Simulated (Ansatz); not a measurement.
# Al₂F (quartet): the correlation ladder, cc-pVTZ

The task here is to estimate one member of a computed series from the others.

Method: cc-pVTZ, core rule «outside noble gas», up to 11 orbitals frozen; program: Ansatz 0.2.0, Gaussian basis.

The runs, in order: UHF; CCSD(T) on ROHF; CCSD(T) on UHF; BCCD(T) on ROHF; CCSDT(Q) on ROHF; CCSDT(Q) on UHF.

10 further runs of the same task are left out: 5 for a known fault of the program, 5 set aside as unsound or not needed.

## The geometry

The geometry is a PBE0/def2-TZVP stationary point (not a proven minimum).

3 atoms, charge 0, spin multiplicity 4.

Atoms are counted from 1 here; the program's logs count them from 0.

Bond lengths: Al1–Al2 2.338 Å, Al2–F3 1.647 Å. Angles: Al1–Al2–F3 180.0°.

Set-up of the first run:

Input file in.yaml:

```yaml
crystal:
  periodic: [false, false, false]
  atoms:
    - {symbol: Al, position_ang: [0.000000, 0.000000, 2.107800]}
    - {symbol: Al, position_ang: [0.000000, 0.000000, -0.230400]}
    - {symbol: F, position_ang: [0.000000, 0.000000, -1.877400]}
basis:
  gaussian: {orbitals: cc-pVTZ}
magnetization: {spin_polarized: true, initial_magnetization: 3}
hamiltonian: {xc: hf}
output: {orbitals: {seedname: orbitals}}
```

Command:

```
$ ansatz run in.yaml --threads 1 --pin off --events-out ev --progress --plain --max-ram 2560MiB --backend cpu
```

Among the steps run: UHF; CCSD(T) on ROHF; CCSD(T) on UHF; BCCD(T) on ROHF; CCSDT(Q) on ROHF; CCSDT(Q) on UHF.

One table of the session follows, with a row left open; its other results are not shown here.

| method | from UCCSDT(Q) (kcal/mol) |
| --- | --- |
| ROHF | +238.46 |
| UHF | +236.84 |
| RMP2 | +18.80 |
| UMP2 | +19.19 |
| RCCSD | +9.94 |
| UCCSD | ? |
| RCCSD(T) | +1.28 |
| UCCSD(T) | +1.28 |
| BCCD(T) | +1.20 |
| RCCSDT | +0.49 |
| UCCSDT | +0.45 |
| RCCSDT(Q) | +0.10 |
| UCCSDT(Q) | 0 |

Q: Estimate the row for UCCSD from the others.

The run gave: from UCCSDT(Q) (kcal/mol): +9.88. In the column «from UCCSDT(Q) (kcal/mol)» it lies between UCCSD(T) (+1.28) and RCCSD (+9.94).

With the free atoms at the same levels and basis (separate runs), the atomisation energy is 6.150 eV at UCCSDT(Q), 6.130 eV at RCCSD(T), 6.127 eV at UCCSD(T), 4.865 eV at ROHF.

To keep in mind: Restricted and unrestricted rows rest on different reference determinants; where their highest levels disagree by more than a few hundredths of an eV, they describe different states and don't form one ladder.
